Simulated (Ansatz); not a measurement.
All values below come from frozen-core CCSD(T)/cc-pVTZ // PBE-D3(BJ)/def2-TZVP in Ansatz (a program for electronic structure).

Ansatz 0.2 input:
```yaml
crystal:
  periodic: [false, false, false]
  atoms:
    - { symbol: S, position_ang: [0.678604, -0.000003, -0.000002] }
    - { symbol: H, position_ang: [-0.678604, 0.000003, 0.000002] }
basis:
  gaussian: { orbitals: cc-pVTZ }
correlation:
  method: ccsd_t
magnetization:
  spin_polarized: true
  initial_magnetization: 1
```

Output:

```
Functional definition: HF
269 factors; integrals over basis functions are off by at most 1.3e-3 eV
mean field evaluation 1: about -10832.5726 eV, gradient 6.6e0 eV
mean field evaluation 2: about -10832.5736 eV, gradient 6.6e0 eV
mean field evaluation 4: about -10832.9742 eV, gradient 8.3e-1 eV
mean field evaluation 8: about -10832.9826 eV, gradient 1.3e-3 eV
mean field evaluation 16: about -10832.0916 eV, gradient 9.2e0 eV
mean field evaluation 32: about -10832.9823 eV, gradient 1.3e-1 eV
mean field -10832.98255546 eV, -398.1047660539 hartree, gradient 8.8e-6 eV, S^2 0.763122; 2 other end points of the search recorded, 0 dependent functions left out
5 core orbitals not correlated
reference -10832.98255546 eV, -398.1047660539 hartree; 4, 3 occupied and 39, 40 virtual orbitals, 269 factors
second order -4.11992316 eV of doubles, -0.00000000 eV of singles
cycle   1  -4.61920481 eV  change   -5.0e-1 eV  update   4.7e-2
cycle   2  -4.78310138 eV  change   -1.6e-1 eV  update   1.6e-2
cycle   3  -4.79265294 eV  change   -9.6e-3 eV  update   4.1e-3
cycle   4  -4.79276379 eV  change   -1.1e-4 eV  update   1.1e-3
cycle   5  -4.79246692 eV  change    3.0e-4 eV  update   4.0e-4
cycle   6  -4.79255517 eV  change   -8.8e-5 eV  update   1.2e-4
cycle   7  -4.79257447 eV  change   -1.9e-5 eV  update   3.6e-5
cycle   8  -4.79257106 eV  change    3.4e-6 eV  update   1.1e-5
cycle   9  -4.79256967 eV  change    1.4e-6 eV  update   2.7e-6
perturbative correction -0.16671277 eV, -0.0061265813 hartree
Total energy: -10837.94183790 eV, -398.2870163219 hartree
```

Cost: roughly 1.7 core-seconds.
